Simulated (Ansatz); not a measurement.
C6H7N (`C=C1CC(C#N)C1`), relaxed with RKS PBE-D4/def2-SVP in the Gaussian-basis code of Ansatz from a rough embedded geometry. The force threshold is 0.03 eV/Å; the program also tests the step.

Total charge 0; spin multiplicity 1.

Start:

```xyz
14

C     0.509   -1.416   -1.651
C     0.197   -0.529   -0.731
C    -1.097   -0.127   -0.074
C    -0.326    0.978    0.691
C    -0.375    0.863    2.119
N    -0.402    0.739    3.256
C     0.995    0.481    0.049
H     1.522   -1.541   -1.994
H    -0.236   -2.053   -2.098
H    -1.528   -0.894    0.569
H    -1.870    0.238   -0.750
H    -0.604    1.993    0.401
H     1.695    0.043    0.760
H     1.521    1.224   -0.549
```

(1) How much energy does the relaxation release, and in how many steps? (An estimate is asked.)

(2) Which bonds change most? (Estimate.)

(3) Give the relaxed structure. (An estimate is asked.)

Answers

(1) Ansatz gave: 4.10 kcal/mol, in 11 steps.

(2) The calculation gave: C5–N6 from 1.144 to 1.172 Å; C1–H9 from 1.077 to 1.102 Å; C1–H8 from 1.077 to 1.101 Å; C1–C2 from 1.315 to 1.339 Å.

(3) Ansatz gave: 
```xyz
14

C     0.478   -1.269   -1.859
C     0.212   -0.580   -0.742
C    -1.064   -0.277    0.027
C    -0.311    0.933    0.685
C    -0.454    1.132    2.121
N    -0.557    1.254    3.282
C     1.037    0.333    0.151
H     1.494   -1.299   -2.283
H    -0.310   -1.827   -2.387
H    -1.309   -1.059    0.777
H    -1.980   -0.040   -0.551
H    -0.555    1.879    0.162
H     1.578   -0.220    0.947
H     1.741    1.040   -0.331
```
